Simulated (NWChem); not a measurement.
# C₄H₉, doublet; SMILES C[C](C)C

```xyz
13

C      1.4310     0.3852     0.0050
C      0.0002     0.0001    -0.1523
C     -1.0486     1.0468     0.0055
C     -0.3818    -1.4315     0.0055
H      1.7245     0.4658     1.0742
H      1.6445     1.3664    -0.4496
H      2.1083    -0.3576    -0.4470
H     -1.2630     1.2622     1.0748
H     -2.0059     0.7404    -0.4467
H     -0.7449     2.0041    -0.4486
H     -0.4599    -1.7255     1.0747
H     -1.3634    -1.6469    -0.4473
H      0.3616    -2.1072    -0.4481
```
Atoms are numbered in this order, from 1.

Computed with NWChem. Spin-unrestricted. All runs use the structure optimised with PBE0/def2-SVP, spin-unrestricted. Not confirmed as a minimum by frequencies. No stability test was run on the SCF state. Fermi-contact couplings, non-relativistic, static geometry.

Question: What does the run give for UHF/IGLO-II? Quantities: A(iso) 13C atom 2 (MHz); A(iso) 13C atom 4 (MHz); A(iso) 1H atom 6 (MHz); A(iso) 1H atom 11 (MHz); A(iso) 1H atom 13 (MHz); <S²>.

Answer: 
* **A(iso) 13C atom 2 (MHz)**: 227
* **A(iso) 13C atom 4 (MHz)**: -71.1
* **A(iso) 1H atom 6 (MHz)**: 34.7
* **A(iso) 1H atom 11 (MHz)**: 126
* **A(iso) 1H atom 13 (MHz)**: 34.6
* **<S²>**: 0.765
